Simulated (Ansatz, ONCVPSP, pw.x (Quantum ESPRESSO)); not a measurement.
# Equation-of-state test of one ONCV potential (Ir)

ONCVPSP 4.0.1 input, shortened (lines: element, Z, core and valence counts, functional; n l f; lmax; l rc ep ncon nbas qcut; lloc lpopt rc5 dvloc0; l nproj debl; icmod fcfact rcfact), LDA (Perdew-Wang 92), scalar-relativistic:

```
  Ir 77.00   10    4  -001012      upf
    1    0    2.00
    2    0    2.00
    2    1    6.00
    3    0    2.00
    3    1    6.00
    3    2   10.00
    4    0    2.00
    4    1    6.00
    4    2   10.00
    4    3   14.00
    5    0    2.00
    5    1    6.00
    5    2    7.00
    6    0    0.50
    2
    0    1.30    0.00    4    8    7.70
    1    1.70    0.00    3    7    9.80
    2    2.05    0.00    4    9    8.20
    4    5    1.15    0.00
    0    2    1.40
    1    1    2.70
    2    2    1.90
    0    0.00    0.00
```

Atomic tests: cutoffs needed: 28 Ha and 73 Ha (the cutoffs (Ha) at which the residual kinetic energy of the hardest occupied pseudo-wave falls to 1 and 0.1 mHa per electron); ghost test: no bound ghost flagged; GHOST(+) flagged for s at 179.8 eV; largest excitation error: -119 meV (all-electron minus pseudo) for 5s1 5p6 5d7 6s2, out of 4 test configurations.

Crystal test: sc Ir in pw.x 7.5, no spin, 13³ k-points, Fermi–Dirac smearing 0.01 Ry, cutoffs 170/680 Ry. The reference is all-electron LAPW (Ansatz 0.2.0) with the same functional, mesh and smearing; V0 and B0 come from Birch–Murnaghan fits to the pressures at five volumes. Errors are pseudo minus all-electron; Δ is the rms difference of the E(V) curves that follow from these fits, minima aligned, over ±6 % about the mean V0. Mesh and smearing are coarse, so the numbers serve the comparison and aren't converged zero-temperature values; the lattice is a test structure that the element need not adopt.

All-electron: a0 = 2.529 Å (V0 = 16.17 Å³/atom), B0 = 288.0 GPa.

Question: How far does the potential miss the all-electron equation of state?

Answer: mean pressure error (GPa): -7.34; a0 (Å): 2.508; a0 error (%): -0.84; B0 error (%): +4.4; Δ (meV/atom): 25.9. This is a poor potential for the solid.

| V (Å³/atom) | P all-electron (GPa) | P pseudo (GPa) |
| --- | --- | --- |
| 15.253 | 19.40 | 10.81 |
| 15.655 | 10.09 | 2.20 |
| 16.056 | 2.06 | -5.22 |
| 16.457 | -4.87 | -11.60 |
| 16.859 | -10.85 | -17.09 |

Question: At the middle volume, how do free energy and pressure move when the wave cutoff is lowered (ecutrho kept at four times it)?

Answer:

| cutoff (Ry) | shift of F (meV/atom) | shift of P (GPa) |
| --- | --- | --- |
| 76 | +15.6 | -0.50 |
| 102 | +5.4 | +0.05 |
| 136 | +1.1 | -0.01 |

The run at the middle volume (84 k-points, 9 iterations) took about 64 s on one core of a shared host (Intel(R) Xeon(R) Platinum 8375C CPU @ 2.90GHz, 128 threads, 992 GiB, load 94).
